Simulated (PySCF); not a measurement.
Compound: nitrogen sulfide cation, NS (charge +1).
Numbering: `[N:1]#[S+:2]`

Computed with MP2 and CCSD/aug-cc-pVTZ in PySCF, restricted Hartree–Fock reference, 6 core orbitals frozen, non-relativistic, gas phase, PBE0-D3(BJ)/def2-SVP geometry.

E(HF) = -451.62256 Eh.

How large is the problem?

96 basis functions and 22 electrons; 6 orbitals frozen, which leaves o = 5 correlated occupied and v = 85 virtual orbitals. That is o·v = 425 singles and o·v(o·v + 1)/2 = 90525 distinct closed-shell doubles amplitudes before symmetry; the costliest CCSD step grows as o²v⁴ = 1.3 × 10^9.

What are the MP2 and CCSD correlation energies?

MP2 -0.3689 Eh and CCSD -0.3684 Eh, which gives totals of -451.99143 and -451.99096 Eh. That is 1.002 eV for each correlated electron at CCSD (967 kJ/mol in all, 0.082 % of the total energy); MP2 gives 100.1 % of the CCSD value.

What is the T1 diagnostic?

0.0192, close to the customary warning level of 0.02. It is the norm of the spatial-orbital singles amplitudes over the root of the number of correlated electrons, so the norm is 0.061.

No triples correction and no basis-set extrapolation were made.
